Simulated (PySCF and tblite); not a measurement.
Values are calculated unless marked as measured or tabulated.
System: C4H7N, numbered as in [CH2:1]=[CH:2][N:3]1[CH2:4][CH2:5]1.

Level: PBE0/pcSseg-1 + D3(BJ), IEF-PCM dichloromethane on B3LYP-D3(BJ)/def2-SVP stationary points, with GFN2-xTB thermal terms. Rate constants are transition-state-theory values, counting equivalent paths, without tunnelling. Run with tblite and PySCF.

**Question.** How high is the barrier to the pyramidal inversion at N3, through which structure does it pass, and what rate follows at 298 K?

**Answer.** The electronic barrier is 9.1 kcal/mol and ΔG‡(298 K) 8.7 kcal/mol, over a Cs saddle with an imaginary mode of 269i cm⁻¹ (GFN2-xTB). With 1 equivalent path, k is 2.8×10⁶ s⁻¹, a mean lifetime of the start of 350 ns against this motion.
